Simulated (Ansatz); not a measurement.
# CHGeO⁺, singlet: reading a ladder of total energies

Geometry: that of the CHGeO, doublet, kept fixed.

```json
{"atom": "C", "x (Å)": "0.0000", "y (Å)": "-0.0124", "z (Å)": "2.9133"}
{"atom": "O", "x (Å)": "0.0000", "y (Å)": "0.0347", "z (Å)": "1.7883"}
{"atom": "Ge", "x (Å)": "0.0000", "y (Å)": "-0.0272", "z (Å)": "-0.8669"}
{"atom": "H", "x (Å)": "0.0000", "y (Å)": "1.5543", "z (Å)": "-0.6238"}
```

Basis cc-pVDZ; Ansatz 0.2.0. Correlated methods freeze the noble-gas cores and the filled d shells of p-block atoms, which leaves 14 electrons in 44 orbitals. R marks a restricted (for open shells ROHF) determinant. No spin–orbit coupling is included, and no scalar relativity.

Full CI isn't at hand for all of this; RCCSDT(Q) serves as the reference, and is uncertain by about the last step of the cluster series.

Runs differ by some tens of microhartree through their thresholds, so steps under 0.03 kcal/mol mean nothing.

```json
{"level": "RHF", "total energy (hartree)": "-2188.360433"}
{"level": "RMP2", "total energy (hartree)": "-2188.698227"}
{"level": "RCCSD", "total energy (hartree)": "-2188.728591"}
{"level": "RCCSD(T)", "total energy (hartree)": "-2188.740259"}
{"level": "RCCSDT", "total energy (hartree)": "-2188.741031"}
{"level": "RCCSDT(Q)", "total energy (hartree)": "-2188.742084"}
```

What is the correlation energy at RCCSDT(Q), and what share of it do RMP2 and RCCSD recover?

E(corr) = -2188.742084 − (-2188.360433) = -0.381651 hartree = -10.385 eV. RMP2: -0.337794 / -0.381651 = 88.51 %. RCCSD: -0.368158 / -0.381651 = 96.46 %.

By how many kcal/mol does RCCSD(T) miss RCCSDT(Q) (1 hartree = 627.509 kcal/mol), and which steps make up the rest?

-2188.740259 − (-2188.742084) = 0.001825 hartree = 1.15 kcal/mol. Steps: RCCSDT − RCCSD(T) = -0.48, RCCSDT(Q) − RCCSDT = -0.66 kcal/mol. Differences between like states or geometries often cancel part of this.
